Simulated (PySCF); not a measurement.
C3H7F.
Bonds: C1–C2, C2–C3, C2–F4. Hydrogens: H5, H6, H7 on C1; H8 on C2; H9, H10, H11 on C3.

Method: PBE0-D3(BJ)/def2-TZVP geometry optimisation, gas phase (PySCF); density fitting, grid level 2; the optimiser is geomeTRIC in internal coordinates, started from a GFN2-xTB structure with every atom displaced at random (about 0.01 Å).

Step 0: E = -5938.2547 eV
```
atom  x, y, z in Å  |  force x, y, z in eV/Å
C1     -1.2703   -0.0975   -0.1377   -0.060   2.188  -0.358
C2      0.0950    0.5657   -0.1356    0.298  -0.404  -0.038
C3      1.1878   -0.4278    0.1575    0.133   0.057   1.079
F4      0.1578    1.5500    0.8441   -0.287   0.068   0.123
H5     -1.4792   -0.5434    0.8060   -0.086  -0.520   0.809
H6     -1.3377   -0.8101   -0.9269   -0.028  -0.688  -0.596
H7     -2.0331    0.6847   -0.3170    0.192  -0.401   0.057
H8      0.3147    1.0890   -1.0790   -0.259  -0.189   0.037
H9      1.0185   -0.9035    1.1517   -0.001   0.236  -0.643
H10     1.2240   -1.1974   -0.5945    0.032  -0.373  -0.359
H11     2.1570    0.0678    0.2126    0.064   0.027  -0.113
```

Step 1: E = -5938.2977 eV
```
atom  x, y, z in Å  |  force x, y, z in eV/Å
C1     -1.2784   -0.0568   -0.1311    0.219  -0.224   0.238
C2      0.1020    0.5488   -0.1558    0.073   0.303  -0.214
C3      1.2012   -0.4317    0.1589    0.052   0.086  -0.152
F4      0.1248    1.5531    0.8204    0.037  -0.034  -0.050
H5     -1.4202   -0.4627    0.8818   -0.231   0.057  -0.270
H6     -1.3689   -0.8778   -0.8522    0.009   0.153   0.068
H7     -2.0347    0.7007   -0.3389   -0.036  -0.065   0.026
H8      0.3028    1.0593   -1.1100   -0.059  -0.087   0.111
H9      0.9139   -1.0088    1.0313    0.142  -0.096   0.335
H10     1.3437   -1.1379   -0.6604   -0.012   0.033  -0.108
H11     2.1485    0.0912    0.3371   -0.194  -0.124   0.017
```

Step 2: E = -5938.3195 eV
```
atom  x, y, z in Å  |  force x, y, z in eV/Å
C1     -1.2787   -0.0564   -0.1265    0.106  -0.031   0.062
C2      0.1037    0.5506   -0.1468   -0.045   0.038   0.126
C3      1.2041   -0.4339    0.1629   -0.070  -0.067  -0.038
F4      0.1381    1.5603    0.8216    0.002  -0.031  -0.041
H5     -1.4765   -0.4733    0.8652   -0.019   0.013  -0.047
H6     -1.3588   -0.8629   -0.8585    0.003   0.025  -0.033
H7     -2.0342    0.6975   -0.3458   -0.035   0.011  -0.021
H8      0.2956    1.0509   -1.1030   -0.003  -0.035  -0.003
H9      0.9648   -1.0090    1.0619    0.042   0.070   0.001
H10     1.3287   -1.1367   -0.6643   -0.009   0.007  -0.006
H11     2.1478    0.0902    0.3146    0.029  -0.001   0.002
```

Task: Estimate the geometry and energy of step 3. (The exact step hangs on the optimiser's Hessian estimate; all steps are aligned on step 2, rigid shifts and turns removed.)

Result: E = -5938.3225 eV, largest force 0.082 eV/Å
```
atom  x, y, z in Å  |  force x, y, z in eV/Å
C1     -1.2778   -0.0562   -0.1255    0.002   0.010  -0.004
C2      0.1026    0.5504   -0.1375   -0.017   0.027   0.076
C3      1.2041   -0.4345    0.1641   -0.016  -0.026  -0.011
F4      0.1410    1.5621    0.8265   -0.007  -0.037  -0.025
H5     -1.4924   -0.4817    0.8569    0.007  -0.015   0.017
H6     -1.3495   -0.8531   -0.8684   -0.003  -0.001  -0.025
H7     -2.0341    0.6973   -0.3495    0.001   0.003  -0.008
H8      0.2910    1.0442   -1.0968    0.017   0.010  -0.021
H9      0.9839   -0.9964    1.0751    0.004   0.025   0.001
H10     1.3141   -1.1426   -0.6609   -0.013  -0.005   0.019
H11     2.1517    0.0881    0.2972    0.026   0.008  -0.018
```

The energy changes by -0.0029 eV. The first-order estimate −F·Δx gives -0.0045 eV and the mean of the old and new forces, exact on a quadratic surface, -0.0029 eV. The step makes an angle of 68° with the force vector and moves no atom by more than 0.026 Å.

The cost below is that of the whole optimisation. The run took 89 s wall on an Arm Neoverse V1 with one thread, shared host with 64 logical CPUs at a one-minute load of 57, and the process peaked at 0.73 GiB of memory.
